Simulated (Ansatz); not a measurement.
# C₃H₆FN: one species, many methods

Aim: compute C₃H₆FN with functionals from several rungs and with coupled cluster, and see how far each lands from CCSD(T) at the basis-set limit for the atomisation energy.

Program: Ansatz 0.2.0, Gaussian basis. Level of theory: functionals in def2-TZVPP, the program's frozen cores in correlated methods. These are calculated values, not measurements.

The runs, in order: PBE-D4, r2SCAN-D4, PBE0-D4, B3LYP-D4, ωB97X-V, ωB97M-V, B2PLYP; CCSD(T)/def2-TZVPP; MP2/def2-QZVPP; extrapolation to the limit.

**1. The relaxed structure**

All runs share one geometry, relaxed beforehand with PBE0-D4 in a triple-zeta def2 set.

SMILES `C=C(N)CF`, 11 atoms, charge 0, spin multiplicity 1.

Atoms are counted from 1 here; the program's logs count them from 0.

Bond lengths: C1–C2 1.335 Å, C1–H6 1.084 Å, C1–H7 1.081 Å, C2–N3 1.382 Å, C2–C4 1.494 Å, N3–H8 1.008 Å, N3–H9 1.007 Å, C4–F5 1.391 Å, C4–H10 1.095 Å, C4–H11 1.090 Å. Angles: C2–C1–H6 121.9°, C2–C1–H7 120.4°, H6–C1–H7 117.7°, C1–C2–N3 125.7°, C1–C2–C4 120.7°, N3–C2–C4 113.3°, C2–N3–H8 114.1°, C2–N3–H9 115.3°, H8–N3–H9 112.4°, C2–C4–F5 110.4°, C2–C4–H10 110.5°, C2–C4–H11 110.9°, F5–C4–H10 106.7°, F5–C4–H11 108.3°, H10–C4–H11 109.9°.

As a file:

| atom | x (Å) | y (Å) | z (Å) |
| --- | --- | --- | --- |
| C1 | -0.76090 | 1.27156 | 0.13915 |
| C2 | -0.05891 | 0.17129 | -0.14255 |
| N3 | 0.57788 | -0.09352 | -1.33986 |
| C4 | -0.01080 | -0.97120 | 0.81900 |
| F5 | 1.29580 | -1.42660 | 0.96497 |
| H6 | -0.87021 | 2.07972 | -0.57453 |
| H7 | -1.26679 | 1.36931 | 1.08937 |
| H8 | 1.39157 | -0.68248 | -1.25269 |
| H9 | 0.74581 | 0.70946 | -1.92408 |
| H10 | -0.59806 | -1.81515 | 0.44226 |
| H11 | -0.38010 | -0.66928 | 1.79936 |

**2. PBE-D4 (GGA)**

Contents of in.yaml:

```yaml
crystal:
  periodic: [false, false, false]
  atoms:
    - {symbol: C, position_ang: [-0.760898, 1.271561, 0.139153]}
    - {symbol: C, position_ang: [-0.058909, 0.171294, -0.142555]}
    - {symbol: N, position_ang: [0.577885, -0.093521, -1.339860]}
    - {symbol: C, position_ang: [-0.010797, -0.971204, 0.818998]}
    - {symbol: F, position_ang: [1.295796, -1.426602, 0.964973]}
    - {symbol: H, position_ang: [-0.870206, 2.079715, -0.574526]}
    - {symbol: H, position_ang: [-1.266792, 1.369306, 1.089372]}
    - {symbol: H, position_ang: [1.391566, -0.682480, -1.252687]}
    - {symbol: H, position_ang: [0.745807, 0.709457, -1.924084]}
    - {symbol: H, position_ang: [-0.598058, -1.815146, 0.442259]}
    - {symbol: H, position_ang: [-0.380095, -0.669278, 1.799357]}
basis:
  gaussian: {orbitals: def2-TZVPP}
hamiltonian: {xc: pbe, dispersion: d4}
output: {forces: true, orbitals: {seedname: orbitals}}
```

Run with:

```sh
ansatz run in.yaml --threads 4 --pin off --events-out ev --progress --plain --max-ram 10444MiB
```

Further steps of the session: r2SCAN-D4 (meta-GGA); PBE0-D4 (hybrid); B3LYP-D4 (hybrid); ωB97X-V (range-separated); ωB97M-V (range-separated); B2PLYP (double hybrid); CCSD(T) in def2-TZVPP; MP2 in def2-QZVPP.

Before running them: what should the planned runs give, taken together? Wanted: atomisation energy, CCSD(T)/CBS; farthest; mean size of error, hybrid; mean size of error, range-separated; gap, smallest and largest; T1 diagnostic; triples share of the correlation energy.

As calculated:

```
                               quantity                                 value
        atomisation energy, CCSD(T)/CBS                         4356.2 kJ/mol
 functionals within 21.8 kJ/mol (0.5 %)                    r2SCAN-D4, ωB97X-V
                               farthest                PBE-D4 (+147.2 kJ/mol)
             mean size of error, hybrid                           31.8 kJ/mol
    mean size of error, range-separated                           19.3 kJ/mol
              gap, smallest and largest  4.59 eV (PBE-D4), 11.25 eV (ωB97X-V)
                          T1 diagnostic                                0.0114
triples share of the correlation energy                                 3.8 %
```

PBE-D4 misses by +147.2 kJ/mol. Double hybrids carry the basis error of their MP2 part in triple zeta, and no dispersion term here, so their miss is partly the set-up's. Misses under about 21.8 kJ/mol are within the doubt on the reference itself, which lacks core-valence correlation, relativity and higher excitations. Hartree-Fock recovers 71 % of the binding; the rest is correlation. The gap grows from 4.6 to 11.2 eV across the functionals, mostly with the share of exact exchange.
